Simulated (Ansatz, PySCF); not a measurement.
System: NH, net charge 0, triplet state. 
Structure (B3LYP-D3(BJ)/def2-TZVP (Ansatz, a program for electronic structure) minimum search):
```
N
H 1 1.0419
```
Charge 0, spin multiplicity 3.

Dipole moments at this geometry, in debye (magnitudes).

```csv
level,program,dipole (D)
PBE/def2-TZVPD,Ansatz,1.47
M06-L/def2-TZVPD,PySCF,1.50
r2SCAN/def2-TZVPD,Ansatz,1.51
B3LYP/def2-TZVPD,Ansatz,1.51
TPSSh/def2-TZVPD,PySCF,1.51
PW6B95/def2-TZVPD,PySCF,1.50
HSE06/def2-TZVPD,Ansatz,1.52
CAM-B3LYP/def2-TZVPD,Ansatz,1.55
wB97M-V/def2-TZVPD,Ansatz,…
CCSD(T)/aug-cc-pVDZ,Ansatz,…
```

Task: Some entries are withheld; supply them.

Result: 
- wB97M-V/def2-TZVPD, dipole (D): 1.53
- CCSD(T)/aug-cc-pVDZ, dipole (D): 1.50
